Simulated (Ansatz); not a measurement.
# NHS (singlet): from Hartree-Fock to the top rungs at distance N1–S2 = 1.421 Å, cc-pVDZ

Aim: climb from Hartree-Fock through coupled cluster and multireference methods for NHS (singlet) at one geometry and basis, and see what each rung misses.

Method: cc-pVDZ, core rule «outside noble gas», up to 6 orbitals frozen; program: Ansatz 0.2.0, Gaussian basis.

The runs, in order: UHF; CCSD(T) on RHF; CCSD(T) on UHF; BCCD(T) on RHF; CISD; CCSDT(Q) on RHF; CCSDT(Q) on UHF; CASSCF and MRCISD+Q, 2 electrons in 2 orbitals; CASSCF and NEVPT2, 2 electrons in 2 orbitals; CASSCF and MRCISD+Q, 12 electrons in 9 orbitals; CASSCF and NEVPT2, 12 electrons in 9 orbitals.

23 further runs of the same task are left out: 2 for a known fault of the program, 1 for a mislabelled method, 17 that didn't finish, 3 set aside as unsound or not needed.

## (1) The system

The geometry derives from a PBE0/def2-TZVP stationary point (not a proven minimum). One bond is set to the value named and the two fragments are kept rigid.

3 atoms, charge 0, spin multiplicity 1.

Atoms are counted from 1 here; the program's logs count them from 0.

Bond lengths: N1–S2 1.421 Å, N1–H3 1.028 Å. Angles: S2–N1–H3 109.6°.

## (2) UHF

in.yaml reads:

```yaml
crystal:
  periodic: [false, false, false]
  atoms:
    - {symbol: N, position_ang: [0.000000, -0.118308, 0.953328]}
    - {symbol: S, position_ang: [0.000000, 0.026214, -0.460303]}
    - {symbol: H, position_ang: [0.000000, 0.810141, 1.395568]}
basis:
  gaussian: {orbitals: cc-pVDZ}
magnetization: {spin_polarized: true, initial_magnetization: 0}
hamiltonian: {xc: hf}
output: {orbitals: {seedname: orbitals}}
```

On the command line:

```console
$ ansatz run in.yaml --threads 1 --pin off --events-out ev --progress --plain --max-ram 2393MiB
```

After this run come: CCSD(T) on RHF; CCSD(T) on UHF; BCCD(T) on RHF; CISD; CCSDT(Q) on RHF; CCSDT(Q) on UHF; CASSCF and MRCISD+Q, 2 electrons in 2 orbitals; CASSCF and NEVPT2, 2 electrons in 2 orbitals; CASSCF and MRCISD+Q, 12 electrons in 9 orbitals; CASSCF and NEVPT2, 12 electrons in 9 orbitals.

Before running them: what should the planned runs give, taken together? Wanted: RCCSDT(Q) below the RHF energy; RMP2 from RCCSDT(Q); UMP2 from RCCSDT(Q); RCCSD from RCCSDT(Q); RCCSD(T) from RCCSDT(Q); UCCSD(T) from RCCSDT(Q); UCCSDT(Q) from RCCSDT(Q); NEVPT2 pair from RCCSDT(Q); MRCISD+Q pair from RCCSDT(Q).

As calculated:

| quantity | value |
| --- | --- |
| RCCSDT(Q) below the RHF energy | -8.6762 eV |
| RMP2 from RCCSDT(Q) | +892.2 meV |
| UMP2 from RCCSDT(Q) | +996.2 meV |
| RCCSD from RCCSDT(Q) | +323.6 meV |
| RCCSD(T) from RCCSDT(Q) | +44.7 meV |
| UCCSD(T) from RCCSDT(Q) | +74.7 meV |
| UCCSDT(Q) from RCCSDT(Q) | -0.8 meV |
| NEVPT2 pair from RCCSDT(Q) | +860.8 meV |
| MRCISD+Q pair from RCCSDT(Q) | +122.7 meV |
| NEVPT2 valence from RCCSDT(Q) | +1287.1 meV |
| levels within 1 kcal/mol (43 meV) | RCCSDT, UCCSDT, UCCSDT(Q) |
| T1 diagnostic | 0.012 |
| effectively unpaired electrons | 0.05 |

**Reading.** RCCSD(T) lands +44.7 meV from the yardstick (0.5 % of the correlation energy). CCSD(T) misses by +44.7 meV on the restricted determinant and by +74.7 meV on the unrestricted one; the two need not hold the same state or core. One determinant dominates. Of the multireference levels listed MRCISD+Q valence comes nearest in total energy (+44.1 meV), which doesn't show that its space is the better one. These misses are within one basis, not against nature.
